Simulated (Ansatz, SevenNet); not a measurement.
For zinc-blende ZnS, the machine-learned potential SevenNet-0 (trained on PBE and PBE+U data) gives:

```
Item                               Result
-------------------------------  --------
lattice parameter a               5.451 Å
bulk modulus B0                  71.3 GPa
zone-centre TO phonon frequency  233 cm⁻¹
elastic constant C11             98.4 GPa
elastic constant C44             42.6 GPa
Voigt–Reuss–Hill shear modulus   31.6 GPa
```

What does r²SCAN in Ansatz (PAW) give for the same quantities?


- lattice constant a: 5.389 Å (drops by 1.1 %)
- bulk modulus: 78.6 GPa (increases by 10 %)
- zone-centre TO phonon frequency: 273 cm⁻¹ (increases by 17 %)
- elastic constant C11: 108 GPa (grows by 9.8 %)
- elastic constant C44: 50.1 GPa (rises by 18 %)
- Voigt–Reuss–Hill shear modulus: 35.8 GPa (rises by 13 %)

For comparison: lattice constant a 5.41 Å (measured, room temperature, not corrected to a static lattice; as tabulated in Albrecht et al. (1997), arXiv:cond-mat/9706128); bulk modulus 77.1 GPa (measured, temperature not stated, not corrected to a static lattice, sources range from 74.5 to 77.1; as tabulated in Toher et al. (2017), arXiv:1611.05714); zone-centre TO phonon frequency 277 ± 3 cm⁻¹ (measured, room temperature, no zero-point or thermal correction, neutron, sources range from 273 to 277; as tabulated in Vagelatos et al., J. Chem. Phys. (1974)); elastic constant C11 98.1 GPa (measured, temperature not stated, not corrected to a static lattice, sources range from 98.1 to 104; as tabulated in Oses et al. (2018), arXiv:1811.08464); elastic constant C44 44.8 GPa (measured, temperature not stated, not corrected to a static lattice, sources range from 44.8 to 46.2; as tabulated in Oses et al. (2018), arXiv:1811.08464).

Changes are worked out from the printed values.

Unless a cell is named, each level is at its own relaxed cell (SevenNet-0 20.25, r²SCAN 19.56 Å³/atom).

Ansatz's density-functional and Hartree–Fock values are scalar-relativistic unless marked +SOC, with PAW data made under PBE.

Ansatz is a quantum-chemistry and plane-wave program.
